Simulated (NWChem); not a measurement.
H, doublet

Computed with NWChem. Spin-unrestricted. No stability test was run on the SCF state.

Question: Order these by “lowest empty minus highest occupied level, either spin (eV)”, lowest first: PBE0/cc-pVTZ; PBE0/aug-cc-pVDZ; PBE0/cc-pVDZ.

Answer: PBE0/aug-cc-pVDZ (8.46), PBE0/cc-pVTZ (8.79), PBE0/cc-pVDZ (8.95)
